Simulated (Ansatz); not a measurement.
# Si₂H₂ (singlet): PBE, r2SCAN, PBE0, B3LYP, wB97M-V, B2PLYP, RPA-PBE over vertical spin and charge gaps, cc-pVTZ

How well do these functionals follow the top wave-function level for Si₂H₂ (singlet) over vertical spin and charge gaps?

Method: cc-pVTZ, all electrons in the functionals, frozen cores in the correlation of double hybrids and RPA; program: Ansatz 0.2.0, Gaussian basis.

Plan: PBE, r2SCAN, PBE0, B3LYP, wB97M-V, B2PLYP, RPA-PBE, at charge 0, singlet; charge 0, triplet; charge 1, doublet.

4 further runs of the same task are left out: 4 set aside as unsound or not needed.

## Step 1: What is computed

The geometry is a PBE0/def2-TZVP stationary point (not a proven minimum).

4 atoms, charge 0, spin multiplicity 1.

Atoms are counted from 1 here; the program's logs count them from 0.

Bond lengths: Si1–Si2 2.101 Å, Si1–H3 1.493 Å, Si1–H4 1.638 Å, Si2–H4 1.718 Å. Angles: Si2–Si1–H3 160.7°, Si2–Si1–H4 53.0°, H3–Si1–H4 107.8°, Si1–Si2–H4 49.5°, Si1–H4–Si2 77.5°.

As a file:

```mol
H2Si2
  3D, bonds by distance, orders not assigned

  4  4  0  0  0  0  0  0  0  0999 V2000
    0.0000    0.0641    1.0054 Si  0  0
    0.0000   -0.0046   -1.0948 Si  0  0
    0.0000   -0.3818    2.4302 H   0  0
    0.0000   -1.2748    0.0623 H   0  0
  1  2  8  0
  1  3  8  0
  1  4  8  0
  2  4  8  0
M  END
```

No dispersion term is added; wB97M-V holds VV10 nonlocal correlation. B3LYP takes the VWN-RPA correlation.

The geometry shown and the zero of energy belong to the point charge 0, singlet. The yardstick, UCCSD(T), and other wave-function levels (R restricted, U unrestricted, valence and pair active spaces) come from earlier runs.

## Step 2: PBE, charge 0, singlet

Input file in.yaml:

```yaml
crystal:
  periodic: [false, false, false]
  atoms:
    - {symbol: Si, position_ang: [0.000000, 0.064094, 1.005387]}
    - {symbol: Si, position_ang: [0.000000, -0.004642, -1.094839]}
    - {symbol: H, position_ang: [0.000000, -0.381837, 2.430212]}
    - {symbol: H, position_ang: [0.000000, -1.274751, 0.062301]}
basis:
  gaussian: {orbitals: cc-pVTZ}
magnetization: {spin_polarized: true, initial_magnetization: 0}
hamiltonian: {xc: {name: PBE}}
output: {orbitals: {seedname: orbitals}}
```

Launch:

```bash
$ ansatz run in.yaml --threads 1 --pin off --events-out ev --progress --plain --max-ram 4096MiB --backend cpu
```

Standard output:

```text
Functional definition: PBE
  name "PBE"
  cite "Perdew, Burke & Ernzerhof, Phys. Rev. Lett. 77, 3865 (1996) doi:10.1103/PhysRevLett.77.3865"
  parent pbe
  parameter kappa = 0.804
  parameter beta = 0.06672455060314922
  exchange = pbe_x(kappa = kappa, mu = beta*pi^2/3)
  correlation = pbe_c(beta = beta)
670 factors; their error is unknown
mean field evaluation 1: about -15775.4699 eV, gradient 1.5e1 eV
mean field evaluation 2: about -15774.3781 eV, gradient 1.9e1 eV
mean field evaluation 4: about -15777.4062 eV, gradient 9.6e-1 eV
mean field evaluation 8: about -15777.3726 eV, gradient 1.2e-1 eV
mean field evaluation 16: about -15776.2218 eV, gradient 4.6e0 eV
mean field -15777.37265870 eV, -579.8077509200 hartree, gradient 1.6e-5 eV, S^2 0.000000; 1 other end points of the search recorded, 0 dependent functions left out
reference -15777.37268797 eV, -579.8077519955 hartree; 15, 15 occupied and 81, 81 virtual orbitals, 670 factors
Total energy: -15777.37268797 eV, -579.8077519955 hartree
```

Run time: 2.4 s. Hardware: 1 thread of AMD EPYC 7R13, shared host.

From the report: ⟨S²⟩ of the determinant 0.000 (pure singlet: 0.00).

## Step 3: PBE, charge 0, triplet

Edit in.yaml of step 2 so:

```diff
@@ -9,3 +9,3 @@
   gaussian: {orbitals: cc-pVTZ}
-magnetization: {spin_polarized: true, initial_magnetization: 0}
+magnetization: {spin_polarized: true, initial_magnetization: 2}
 hamiltonian: {xc: {name: PBE}}
```

Launch:

```bash
$ ansatz run in.yaml --threads 2 --pin off --events-out ev --progress --plain --max-ram 24576MiB --backend cuda --devices 0, --max-vram 18GiB
```

Standard output:

```text
Functional definition: PBE
  name "PBE"
  cite "Perdew, Burke & Ernzerhof, Phys. Rev. Lett. 77, 3865 (1996) doi:10.1103/PhysRevLett.77.3865"
  parent pbe
  parameter kappa = 0.804
  parameter beta = 0.06672455060314922
  exchange = pbe_x(kappa = kappa, mu = beta*pi^2/3)
  correlation = pbe_c(beta = beta)
670 factors; their error is unknown
mean field evaluation 1: about -15773.9305 eV, gradient 1.3e1 eV
mean field evaluation 2: about -15773.1439 eV, gradient 1.5e1 eV
mean field evaluation 4: about -15775.2814 eV, gradient 1.9e0 eV
mean field evaluation 8: about -15775.2729 eV, gradient 1.3e-1 eV
mean field evaluation 16: about -15775.2730 eV, gradient 6.4e-5 eV
mean field evaluation 32: about -15775.1135 eV, gradient 2.6e-4 eV
mean field evaluation 64: about -15773.7882 eV, gradient 5.3e0 eV
mean field -15775.27297477 eV, -579.7305889587 hartree, gradient 4.8e-6 eV, S^2 2.010445; 10 other end points of the search recorded, 0 dependent functions left out
reference -15775.27300623 eV, -579.7305901149 hartree; 16, 14 occupied and 80, 82 virtual orbitals, 670 factors
Total energy: -15775.27300623 eV, -579.7305901149 hartree
```

Wall time 9 s (1 × H100 (card shared with other runs) with 2 threads of AMD EPYC 7R13, shared host); peak host memory 0.77 GiB.

From the report: ⟨S²⟩ of the determinant 2.010 (pure triplet: 2.00).

From charge 0, singlet: +2.100 eV.

## Step 4: PBE, charge 1, doublet

Edit in.yaml of step 3 so:

```diff
@@ -9,3 +9,4 @@
   gaussian: {orbitals: cc-pVTZ}
-magnetization: {spin_polarized: true, initial_magnetization: 2}
+total_charge: 1
+magnetization: {spin_polarized: true, initial_magnetization: 1}
 hamiltonian: {xc: {name: PBE}}
```

The command is unchanged.

Standard output:

```text
Functional definition: PBE
  name "PBE"
  cite "Perdew, Burke & Ernzerhof, Phys. Rev. Lett. 77, 3865 (1996) doi:10.1103/PhysRevLett.77.3865"
  parent pbe
  parameter kappa = 0.804
  parameter beta = 0.06672455060314922
  exchange = pbe_x(kappa = kappa, mu = beta*pi^2/3)
  correlation = pbe_c(beta = beta)
670 factors; their error is unknown
mean field evaluation 1: about -15766.3819 eV, gradient 1.9e1 eV
mean field evaluation 2: about -15765.8942 eV, gradient 2.0e1 eV
mean field evaluation 4: about -15769.1735 eV, gradient 3.0e0 eV
mean field evaluation 8: about -15769.2554 eV, gradient 4.9e-2 eV
mean field evaluation 16: about -15769.2122 eV, gradient 4.5e-5 eV
mean field -15769.21219448 eV, -579.5078593912 hartree, gradient 4.5e-5 eV, S^2 0.755386; 3 other end points of the search recorded, 0 dependent functions left out
reference -15769.21222756 eV, -579.5078606069 hartree; 15, 14 occupied and 81, 82 virtual orbitals, 670 factors
Total energy: -15769.21222756 eV, -579.5078606069 hartree
```

Run time: 6.5 s. Hardware: 1 × H100 (card shared with other runs) with 2 threads of AMD EPYC 7R13, shared host; peak host memory 0.77 GiB.

From the report: ⟨S²⟩ of the determinant 0.755 (pure doublet: 0.75).

From charge 0, singlet: +8.160 eV.

## Step 5: r2SCAN, charge 0, singlet

Edit in.yaml of step 4 so:

```diff
@@ -9,5 +9,3 @@
   gaussian: {orbitals: cc-pVTZ}
-total_charge: 1
-magnetization: {spin_polarized: true, initial_magnetization: 1}
-hamiltonian: {xc: {name: PBE}}
-output: {orbitals: {seedname: orbitals}}
+magnetization: {spin_polarized: true, initial_magnetization: 0}
+hamiltonian: {xc: {name: r2SCAN}}
```

Launch:

```bash
$ ansatz run in.yaml --threads 1 --pin off --events-out ev --progress --plain --max-ram 4096MiB --backend cpu
```

Standard output:

```text
Functional definition: r2SCAN
  name "r2SCAN"
  cite "Furness, Kaplan, Ning, Perdew & Sun, J. Phys. Chem. Lett. 11, 8208 (2020) doi:10.1021/acs.jpclett.0c02405"
  cite "Furness, Kaplan, Ning, Perdew & Sun, J. Phys. Chem. Lett. 11, 9248 (2020) doi:10.1021/acs.jpclett.0c03077"
  parent r2scan
  parameter k0 = 0.174
  parameter k1 = 0.065
  parameter a1 = 4.9479
  exchange = r2scan_x(k0 = k0, k1 = k1, a1 = a1)
  correlation = r2scan_c
670 factors; their error is unknown
mean field evaluation 1: about -15782.4668 eV, gradient 1.3e1 eV
mean field evaluation 2: about -15782.0845 eV, gradient 1.5e1 eV
mean field evaluation 4: about -15783.8818 eV, gradient 2.1e0 eV
mean field evaluation 8: about -15783.9207 eV, gradient 2.1e-2 eV
mean field evaluation 16: about -15783.8778 eV, gradient 2.8e-5 eV
mean field -15783.87781935 eV, -580.0468111643 hartree, gradient 2.8e-5 eV, S^2 0.000000; 2 other end points of the search recorded, 0 dependent functions left out
reference -15783.87783003 eV, -580.0468115570 hartree; 15, 15 occupied and 81, 81 virtual orbitals, 670 factors
Total energy: -15783.87783003 eV, -580.0468115570 hartree
```

Run time: 6 s. Hardware: 1 thread of AMD EPYC 7R13, shared host.

From the report: ⟨S²⟩ of the determinant 0.000 (pure singlet: 0.00).

## Step 6: r2SCAN, charge 0, triplet

Edit in.yaml of step 5 so:

```diff
@@ -9,3 +9,3 @@
   gaussian: {orbitals: cc-pVTZ}
-magnetization: {spin_polarized: true, initial_magnetization: 0}
+magnetization: {spin_polarized: true, initial_magnetization: 2}
 hamiltonian: {xc: {name: r2SCAN}}
```

Launch:

```bash
$ ansatz run in.yaml --threads 2 --pin off --events-out ev --progress --plain --max-ram 24576MiB --backend cuda --devices 0, --max-vram 18GiB
```

Standard output, cut to the lines that bear on the results:

```text
Functional definition: r2SCAN
  name "r2SCAN"
  cite "Furness, Kaplan, Ning, Perdew & Sun, J. Phys. Chem. Lett. 11, 8208 (2020) doi:10.1021/acs.jpclett.0c02405"
  cite "Furness, Kaplan, Ning, Perdew & Sun, J. Phys. Chem. Lett. 11, 9248 (2020) doi:10.1021/acs.jpclett.0c03077"
  parent r2scan
[...]
670 factors; their error is unknown
[...]
mean field -15781.85312848 eV, -579.9724051474 hartree, gradient 5.3e-6 eV, S^2 2.022342; 12 other end points of the search recorded, 0 dependent functions left out
reference -15781.85313967 eV, -579.9724055586 hartree; 16, 14 occupied and 80, 82 virtual orbitals, 670 factors
Total energy: -15781.85313967 eV, -579.9724055586 hartree
```

Wall time 8 s (1 × H100 (card shared with other runs) with 2 threads of AMD EPYC 7R13, shared host); peak host memory 0.79 GiB.

From the report: ⟨S²⟩ of the determinant 2.022 (pure triplet: 2.00).

From charge 0, singlet: +2.025 eV.

## Step 7: r2SCAN, charge 1, doublet

Edit in.yaml of step 6 so:

```diff
@@ -9,3 +9,4 @@
   gaussian: {orbitals: cc-pVTZ}
-magnetization: {spin_polarized: true, initial_magnetization: 2}
+total_charge: 1
+magnetization: {spin_polarized: true, initial_magnetization: 1}
 hamiltonian: {xc: {name: r2SCAN}}
```

Launched as before.

Standard output:

```text
Functional definition: r2SCAN
  name "r2SCAN"
  cite "Furness, Kaplan, Ning, Perdew & Sun, J. Phys. Chem. Lett. 11, 8208 (2020) doi:10.1021/acs.jpclett.0c02405"
  cite "Furness, Kaplan, Ning, Perdew & Sun, J. Phys. Chem. Lett. 11, 9248 (2020) doi:10.1021/acs.jpclett.0c03077"
  parent r2scan
  parameter k0 = 0.174
  parameter k1 = 0.065
  parameter a1 = 4.9479
  exchange = r2scan_x(k0 = k0, k1 = k1, a1 = a1)
  correlation = r2scan_c
670 factors; their error is unknown
mean field evaluation 1: about -15773.5857 eV, gradient 1.7e1 eV
mean field evaluation 2: about -15773.8241 eV, gradient 1.5e1 eV
mean field evaluation 4: about -15775.7592 eV, gradient 1.7e0 eV
mean field evaluation 8: about -15775.7846 eV, gradient 4.4e-2 eV
mean field evaluation 16: about -15775.7410 eV, gradient 2.9e-4 eV
mean field -15775.74101459 eV, -579.7477891050 hartree, gradient 4.1e-5 eV, S^2 0.761250; 0 other end points of the search recorded, 0 dependent functions left out
reference -15775.74102659 eV, -579.7477895457 hartree; 15, 14 occupied and 81, 82 virtual orbitals, 670 factors
Total energy: -15775.74102659 eV, -579.7477895457 hartree
```

Run time: 7.5 s. Hardware: 1 × H100 (card shared with other runs) with 2 threads of AMD EPYC 7R13, shared host; peak host memory 0.79 GiB.

From the report: ⟨S²⟩ of the determinant 0.761 (pure doublet: 0.75).

From charge 0, singlet: +8.137 eV.

## Step 8: PBE0, charge 0, singlet

Edit in.yaml of step 7 so:

```diff
@@ -9,4 +9,4 @@
   gaussian: {orbitals: cc-pVTZ}
-total_charge: 1
-magnetization: {spin_polarized: true, initial_magnetization: 1}
-hamiltonian: {xc: {name: r2SCAN}}
+magnetization: {spin_polarized: true, initial_magnetization: 0}
+hamiltonian: {xc: {name: PBE0}}
+output: {orbitals: {seedname: orbitals}}
```

Launch:

```bash
$ ansatz run in.yaml --threads 1 --pin off --events-out ev --progress --plain --max-ram 4096MiB --backend cpu
```

Standard output:

```text
Functional definition: PBE0
  name "PBE0"
  cite "Adamo & Barone, J. Chem. Phys. 110, 6158 (1999) doi:10.1063/1.478522"
  cite "Perdew, Burke & Ernzerhof, Phys. Rev. Lett. 77, 3865 (1996) doi:10.1103/PhysRevLett.77.3865"
  parent pbe
  parameter a = 0.25
  parameter kappa = 0.804
  parameter beta = 0.06672455060314922
  exchange = (1 - a)*pbe_x(kappa = kappa, mu = beta*pi^2/3) + a*exact_x
  correlation = pbe_c(beta = beta)
688 factors; their error is unknown
mean field evaluation 1: about -15777.6330 eV, gradient 1.1e1 eV
mean field evaluation 2: about -15777.8393 eV, gradient 9.9e0 eV
mean field evaluation 4: about -15778.6111 eV, gradient 3.6e-1 eV
mean field evaluation 8: about -15778.6783 eV, gradient 1.7e-2 eV
mean field evaluation 16: about -15778.4916 eV, gradient 1.3e0 eV
mean field -15778.67831813 eV, -579.8557330189 hartree, gradient 3.8e-5 eV, S^2 0.000000; 2 other end points of the search recorded, 0 dependent functions left out
reference -15778.67834021 eV, -579.8557338305 hartree; 15, 15 occupied and 81, 81 virtual orbitals, 688 factors
Total energy: -15778.67834021 eV, -579.8557338305 hartree
```

Run time: 2.4 s. Hardware: 1 thread of AMD EPYC 7R13, shared host.

From the report: ⟨S²⟩ of the determinant 0.000 (pure singlet: 0.00).

The fields below are evaluated on a grid from the run's orbitals.

Frontier orbitals at PBE0/cc-pVTZ (alpha spin), with the share of their density that lies nearest to each atom:

| orbital | energy (eV) | lies on |
| --- | --- | --- |
| HOMO | -6.07 | Si1, Si2 about 41 % each; H4 14 % |
| LUMO | -2.05 | Si1, Si2 about 38 % each; H3 15 %; H4 10 % |

ELF in a plane through or near 4 of the atoms.

Ten even steps from '0' (0.00) to '9' (1.00):
```
0000000000000000000000000000
0000000000000000000000000000
0000000000000000000000000000
0000000000122200000000000000
0000000001578741000000000000
0000011112799962000000000000
0002454334999983113676300000
0025777645999984238999730000
0168998744799963379999972000
0279997200477600279999983000
0389993477145277449999983000
0389993578156285539999972000
0279997222478522137888630000
0168998744678842344554200000
0025788765567887531100000000
0002455543345776530000000000
0000011110112343210000000000
0000000000000111000000000000
0000000000000000000000000000
0000000000000000000000000000
```
The map spans 8.9 Å across and 6.9 Å up, centred on the molecule. Atoms in the plane (x, y in Å): Si1 (0.4, -0.5), Si2 (-1.7, -0.4), H3 (1.8, 0.0), H4 (-0.5, 0.9).

On the surface of density 0.002 e/bohr³ the electrostatic potential runs, from the 1st to the 99th percentile, from -0.72 V near Si2 to 1.65 V near Si1.

## Step 9: PBE0, charge 0, triplet

Edit in.yaml of step 8 so:

```diff
@@ -9,3 +9,3 @@
   gaussian: {orbitals: cc-pVTZ}
-magnetization: {spin_polarized: true, initial_magnetization: 0}
+magnetization: {spin_polarized: true, initial_magnetization: 2}
 hamiltonian: {xc: {name: PBE0}}
```

Launch:

```bash
$ ansatz run in.yaml --threads 2 --pin off --events-out ev --progress --plain --max-ram 24576MiB --backend cuda --devices 0, --max-vram 18GiB
```

Standard output, cut to the lines that bear on the results:

```text
Functional definition: PBE0
  name "PBE0"
  cite "Adamo & Barone, J. Chem. Phys. 110, 6158 (1999) doi:10.1063/1.478522"
  cite "Perdew, Burke & Ernzerhof, Phys. Rev. Lett. 77, 3865 (1996) doi:10.1103/PhysRevLett.77.3865"
  parent pbe
[...]
688 factors; their error is unknown
[...]
mean field -15776.65221138 eV, -579.7812749692 hartree, gradient 7.3e-6 eV, S^2 2.017402; 11 other end points of the search recorded, 0 dependent functions left out
reference -15776.65223509 eV, -579.7812758407 hartree; 16, 14 occupied and 80, 82 virtual orbitals, 688 factors
Total energy: -15776.65223509 eV, -579.7812758407 hartree
```

Run time: 15 s. Hardware: 1 × H100 (card shared with other runs) with 2 threads of AMD EPYC 7R13, shared host; peak host memory 0.78 GiB.

From the report: ⟨S²⟩ of the determinant 2.017 (pure triplet: 2.00).

From charge 0, singlet: +2.026 eV.

The fields below are evaluated on a grid from the run's orbitals.

Frontier orbitals at PBE0/cc-pVTZ (alpha spin), with the share of their density that lies nearest to each atom:

| orbital | energy (eV) | lies on |
| --- | --- | --- |
| HOMO-1 | -7.27 | Si1, Si2 about 41 % each; H4 14 % |
| HOMO | -4.06 | Si1, Si2 about 38 % each; H3 14 %; H4 10 % |
| LUMO | -2.20 | Si2 49 %; Si1 33 %; H3 13 % |

ELF in a plane through or near 4 of the atoms.

Ten even steps from '0' (0.00) to '9' (1.00):
```
0000000000000000000000000000
0000000000000000000000000000
0000000000000000000000000000
0000000000011100000000000000
0000123222467620000000000000
0002455433689852001221000000
0035788766899974226787410000
0047899876999984358999730000
0168999865799964589999972000
0278998310478710389999973000
0278993477156277449999972000
0268993578177285539999841000
0157996222588522146654200000
0046899766788744675421000000
0014688888655688986310000000
0002467876322478886410000000
0000124432000146775310000000
0000001110000023453200000000
0000000000000000110000000000
0000000000000000000000000000
```
The map spans 8.9 Å across and 6.9 Å up, centred on the molecule. Atoms in the plane (x, y in Å): Si1 (0.4, -0.5), Si2 (-1.7, -0.4), H3 (1.8, 0.0), H4 (-0.5, 0.9).

log10 of the density (e/Å³) in the same plane.

Values, 10 rows by 14 columns:
```
-4.0 -4.0 -4.0 -4.0 -4.0 -3.9 -3.9 -4.0 -4.0 -4.0 -4.0 -4.0 -4.0 -4.0
-4.0 -3.9 -3.4 -3.0 -2.9 -2.8 -2.8 -3.0 -3.2 -3.5 -3.7 -4.0 -4.0 -4.0
-3.8 -3.0 -2.5 -2.2 -2.0 -1.7 -1.6 -1.9 -2.2 -2.5 -2.7 -3.2 -3.7 -4.0
-3.2 -2.4 -1.8 -1.3 -1.1 -0.7 -0.3 -0.9 -1.3 -1.5 -1.7 -2.3 -3.0 -4.0
-2.8 -1.9 -1.2 -0.6 -0.4 -0.3  0.0 -0.4 -0.6 -0.4 -0.6 -1.6 -2.5 -3.6
-2.7 -1.7 -1.0 -0.2  1.6  0.1 -0.2  1.2  0.7  0.0 -0.2 -1.4 -2.4 -3.5
-2.8 -1.9 -1.1 -0.4  0.3 -0.2 -0.3  0.4  0.0 -0.6 -1.1 -2.0 -2.8 -3.8
-3.2 -2.3 -1.7 -1.1 -0.9 -0.9 -0.9 -0.7 -0.8 -1.2 -1.8 -2.6 -3.3 -4.0
-3.7 -2.9 -2.4 -2.0 -1.8 -1.9 -1.8 -1.6 -1.6 -1.9 -2.4 -3.1 -3.8 -4.0
-4.0 -3.7 -3.2 -2.9 -2.8 -2.8 -2.8 -2.6 -2.5 -2.7 -3.1 -3.8 -4.0 -4.0
```
The map spans 8.9 Å across and 6.9 Å up, centred on the molecule. Atoms in the plane (x, y in Å): Si1 (0.4, -0.5), Si2 (-1.7, -0.4), H3 (1.8, 0.0), H4 (-0.5, 0.9).

On the surface of density 0.002 e/bohr³ the electrostatic potential runs, from the 1st to the 99th percentile, from -0.56 V near Si2 to 1.42 V near Si1.

The spin density lies nearest to Si1, Si2 about 40 % each; H4 12 %; H3 9 %.

## Step 10: PBE0, charge 1, doublet

Edit in.yaml of step 9 so:

```diff
@@ -9,3 +9,4 @@
   gaussian: {orbitals: cc-pVTZ}
-magnetization: {spin_polarized: true, initial_magnetization: 2}
+total_charge: 1
+magnetization: {spin_polarized: true, initial_magnetization: 1}
 hamiltonian: {xc: {name: PBE0}}
```

The command is unchanged.

Standard output:

```text
Functional definition: PBE0
  name "PBE0"
  cite "Adamo & Barone, J. Chem. Phys. 110, 6158 (1999) doi:10.1063/1.478522"
  cite "Perdew, Burke & Ernzerhof, Phys. Rev. Lett. 77, 3865 (1996) doi:10.1103/PhysRevLett.77.3865"
  parent pbe
  parameter a = 0.25
  parameter kappa = 0.804
  parameter beta = 0.06672455060314922
  exchange = (1 - a)*pbe_x(kappa = kappa, mu = beta*pi^2/3) + a*exact_x
  correlation = pbe_c(beta = beta)
688 factors; their error is unknown
mean field evaluation 1: about -15768.9035 eV, gradient 1.4e1 eV
mean field evaluation 2: about -15769.6297 eV, gradient 1.1e1 eV
mean field evaluation 4: about -15770.5056 eV, gradient 8.8e-1 eV
mean field evaluation 8: about -15770.5777 eV, gradient 2.8e-2 eV
mean field evaluation 16: about -15770.5777 eV, gradient 7.2e-5 eV
mean field -15770.57774547 eV, -579.5580424645 hartree, gradient 7.2e-5 eV, S^2 0.756594; 0 other end points of the search recorded, 0 dependent functions left out
reference -15770.57777024 eV, -579.5580433750 hartree; 15, 14 occupied and 81, 82 virtual orbitals, 688 factors
Total energy: -15770.57777024 eV, -579.5580433750 hartree
```

Wall time 6.5 s (1 × H100 (card shared with other runs) with 2 threads of AMD EPYC 7R13, shared host); peak host memory 0.77 GiB.

From the report: ⟨S²⟩ of the determinant 0.757 (pure doublet: 0.75).

From charge 0, singlet: +8.101 eV.

## Step 11: B3LYP, charge 0, singlet

Edit in.yaml of step 10 so:

```diff
@@ -9,5 +9,3 @@
   gaussian: {orbitals: cc-pVTZ}
-total_charge: 1
-magnetization: {spin_polarized: true, initial_magnetization: 1}
-hamiltonian: {xc: {name: PBE0}}
-output: {orbitals: {seedname: orbitals}}
+magnetization: {spin_polarized: true, initial_magnetization: 0}
+hamiltonian: {xc: {name: B3LYP}}
```

Launch:

```bash
$ ansatz run in.yaml --threads 1 --pin off --events-out ev --progress --plain --max-ram 4096MiB --backend cpu
```

Standard output, cut to the lines that bear on the results:

```text
Functional definition: B3LYP
  name "B3LYP"
  cite "Stephens, Devlin, Chabalowski & Frisch, J. Phys. Chem. 98, 11623 (1994) doi:10.1021/j100096a001"
  cite "Becke, Phys. Rev. A 38, 3098 (1988) doi:10.1103/PhysRevA.38.3098"
  cite "Lee, Yang & Parr, Phys. Rev. B 37, 785 (1988) doi:10.1103/PhysRevB.37.785"
  cite "Vosko, Wilk & Nusair, Can. J. Phys. 58, 1200 (1980) doi:10.1139/p80-159"
[...]
688 factors; their error is unknown
[...]
mean field -15786.46369834 eV, -580.1418404647 hartree, gradient 3.7e-5 eV, S^2 0.000000; 1 other end points of the search recorded, 0 dependent functions left out
reference -15786.46389685 eV, -580.1418477596 hartree; 15, 15 occupied and 81, 81 virtual orbitals, 688 factors
Total energy: -15786.46389685 eV, -580.1418477596 hartree
```

Wall time 2 s (1 thread of AMD EPYC 7R13, shared host).

From the report: ⟨S²⟩ of the determinant 0.000 (pure singlet: 0.00).

[end of part 1 of 2]
